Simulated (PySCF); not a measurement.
MgCl⁺ from Hartree–Fock to correlated methods

State: ¹Σ⁺ (singlet), closed shell. Set-up: basis Mg pcseg-1, Cl pcseg-1; no relativity; PySCF 2.14. De refers to Mg⁺ + Cl in their high-spin ground configurations, without counterpoise correction. A positive dipole points towards Cl; it is taken about the centre of mass and depends on that origin.

```json
{"Level": "RHF", "Re (Å)": "2.163", "ωe (cm⁻¹)": "520", "De (eV)": "1.38", "μ (D)": "-11.90"}
{"Level": "RHF-MP2", "Re (Å)": "2.177", "ωe (cm⁻¹)": "505", "De (eV)": "2.37", "μ (D)": "n/a"}
{"Level": "RHF-SCS-MP2", "Re (Å)": "2.179", "ωe (cm⁻¹)": "501", "De (eV)": "2.29", "μ (D)": "n/a"}
{"Level": "RHF-CCSD", "Re (Å)": "2.181", "ωe (cm⁻¹)": "497", "De (eV)": "2.24", "μ (D)": "n/a"}
{"Level": "RHF-CCSD(T)", "Re (Å)": "2.185", "ωe (cm⁻¹)": "493", "De (eV)": "2.29", "μ (D)": "n/a"}
{"Level": "PBE", "Re (Å)": "2.181", "ωe (cm⁻¹)": "483", "De (eV)": "2.71", "μ (D)": "-10.30"}
{"Level": "PW91", "Re (Å)": "2.179", "ωe (cm⁻¹)": "484", "De (eV)": "2.76", "μ (D)": "-10.32"}
{"Level": "r²SCAN", "Re (Å)": "2.165", "ωe (cm⁻¹)": "506", "De (eV)": "2.68", "μ (D)": "-10.92"}
{"Level": "TPSSh", "Re (Å)": "2.173", "ωe (cm⁻¹)": "495", "De (eV)": "2.70", "μ (D)": "-10.78"}
{"Level": "PBE0", "Re (Å)": "2.164", "ωe (cm⁻¹)": "503", "De (eV)": "2.56", "μ (D)": "-10.82"}
{"Level": "M06-2X", "Re (Å)": "2.155", "ωe (cm⁻¹)": "513", "De (eV)": "2.64", "μ (D)": "-11.01"}
{"Level": "LC-ωPBE", "Re (Å)": "2.147", "ωe (cm⁻¹)": "523", "De (eV)": "2.47", "μ (D)": "-11.27"}
```

Which functional lies closest to RHF-CCSD(T) in De, which farthest, and by how much do they differ from it?

Closest is LC-ωPBE (-3.8 pm in Re, +6.1 % in ωe, +0.18 eV in De against RHF-CCSD(T) in the same basis), farthest PW91 (-0.6 pm in Re, -1.8 % in ωe, +0.47 eV in De). CCSD(T) converges more slowly with the basis than the functionals do and binds too weakly in this one, so the order can change at the basis-set limit.

What does a quarter of exact exchange do here, going from PBE to PBE0?

PBE0 less PBE: -1.7 pm in Re, +4.1 % in ωe, -0.15 eV in De. Exact exchange removes part of the self-interaction that spreads semilocal densities, and in most molecules shortens and stiffens the bond and lowers De; so it does here.

What does the step from GGA to meta-GGA do here, going from PBE to r²SCAN?

r²SCAN less PBE: -1.6 pm in Re, +4.8 % in ωe, -0.03 eV in De. 

Correlated steps freeze 6 core orbitals. Correlated levels converge slowly with the basis: in double zeta they bind strong bonds too weakly, by up to about 1 eV, and carry superposition errors of some tenths. For an ion De counts to the pair picked by the measured ionisation energies or electron affinities, which need not be the lowest pair at this level. Where the molecule has an RHF reference, its open-shell atoms are computed with UHF.
